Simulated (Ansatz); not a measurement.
[SiH3···H···GeH3], doublet along the distance Si1-H5

Starting geometry:

```yaml
atoms:
  - { symbol: Si, position_ang: [-2.7391, 0.0000, 0.0000] }
  - { symbol: H, position_ang: [-3.2339, 1.3997, 0.0000] }
  - { symbol: H, position_ang: [-3.2339, -0.6999, 1.2122] }
  - { symbol: H, position_ang: [-3.2339, -0.6999, -1.2122] }
  - { symbol: H, position_ang: [-1.2545, 0.0000, 0.0000] }
  - { symbol: Ge, position_ang: [1.1439, 0.0000, 0.0000] }
  - { symbol: H, position_ang: [1.6126, -1.4659, 0.0000] }
  - { symbol: H, position_ang: [1.6126, 0.7330, -1.2695] }
  - { symbol: H, position_ang: [1.6126, 0.7330, 1.2695] }
```

From there H5 is moved from one fragment to the other while all else, the fragments' distance too, stays fixed, so the hump isn't the reaction's barrier; atoms are numbered as listed. Energies are in kcal/mol, counted from the starting geometry at the same level. Kohn–Sham curves are unrestricted where that lies lower.

Basis cc-pVDZ; Ansatz 0.2.0. Correlated methods freeze the noble-gas cores and the filled d shells of p-block atoms. R marks a restricted (for open shells ROHF) determinant, U an unrestricted one. No spin–orbit coupling is included, and no scalar relativity.

Full CI isn't at hand for all of this; UCCSDT(Q) serves as the reference, and is uncertain by about the last step of the cluster series.

```
distance Si1-H5 (Å)  B3LYP
              1.485    0.0
              1.609    1.2
              1.857    7.8
              2.105    7.6
              2.353    5.3
```

**Question.** Estimate the UCCSDT(Q) curve in cc-pVDZ from this one, knowing how B3LYP errs.

**Answer.** The computed UCCSDT(Q) values, in kcal/mol from the starting point, and the error of B3LYP against them:
| distance Si1-H5 (Å) | UCCSDT(Q) | B3LYP less UCCSDT(Q) |
| --- | --- | --- |
| 1.485 | 0.0 | 0.0 |
| 1.609 | 2.3 | -1.2 |
| 1.857 | 11.2 | -3.4 |
| 2.105 | 10.3 | -2.7 |
| 2.353 | 5.8 | -0.5 |

The error spans 3.4 kcal/mol and is largest, -3.4 kcal/mol, at 1.857 Å.

In so small a basis the reference is far from its limit while semilocal and hybrid functionals are nearer theirs, so the functionals' errors here hold much of the reference's basis and frozen-core error, which can add to them or hide them.
